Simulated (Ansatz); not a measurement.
Molecule (SMILES): [CH2]F (CH2-F), doublet.
Atoms: C1, F2, H3, H4. Bonds: C1-F2, C1-H3, C1-H4.

Basis-set convergence of the highest harmonic wavenumber at PBE with Ansatz (an electronic-structure program). Each level at its own minimum, finite differences of forces, unscaled; the reference is a large set that could be run, not a limit. Cartesian d functions, on some or all atoms, in 6-31G*, 6-31+G*; all else is spherical. Open shells are unrestricted. No added dispersion term, no relativity. Reference: the value in aug-pcseg-2, 3223 cm⁻¹, itself unsure by roughly 4 cm⁻¹ (its mean distance from aug-cc-pVTZ, def2-TZVPPD). Deviations are taken from unrounded values.

```
basis        functions  highest harmonic wavenumber (cm⁻¹)
-----------  ---------  ----------------------------------
6-31G*              34                                3215
6-31+G*             42                                3239
cc-pVDZ             38                                3203
aug-cc-pVDZ         64                                3238
def2-SVP            38                                3206
def2-SVPD           59                                3228
pcseg-1             38                                3218
aug-pcseg-1         64                                3217
6-311G**            48                                3211
6-311+G**           56                                3225
def2-TZVP           74                                3217
def2-TZVPD          95                                3220
cc-pVTZ             88                                3211
aug-cc-pVTZ        138                                3217
pcseg-2             88                                3221
aug-pcseg-2        138                                3223
def2-TZVPP          90                                3218
def2-TZVPPD        111                                3221
```

What the diffuse functions change, pair by pair:
- 6-31G* to 6-31+G*: 8 more functions, deviation -9 to 16 cm⁻¹
- cc-pVDZ to aug-cc-pVDZ: 26 more functions, deviation -20 to 14 cm⁻¹
- def2-SVP to def2-SVPD: 21 more functions, deviation -18 to 5 cm⁻¹
- pcseg-1 to aug-pcseg-1: 26 more functions, deviation -5 to -6 cm⁻¹
- 6-311G** to 6-311+G**: 8 more functions, deviation -12 to 2 cm⁻¹
- def2-TZVP to def2-TZVPD: 21 more functions, deviation -6 to -4 cm⁻¹
- cc-pVTZ to aug-cc-pVTZ: 50 more functions, deviation -13 to -7 cm⁻¹
- pcseg-2 to aug-pcseg-2: 50 more functions, deviation -2 to 0 cm⁻¹
- def2-TZVPP to def2-TZVPPD: 21 more functions, deviation -5 to -2 cm⁻¹

Leaving out the reference's own pair, they bring the value nearer the reference by more than 4 cm⁻¹ in 4 of 8 pairs.
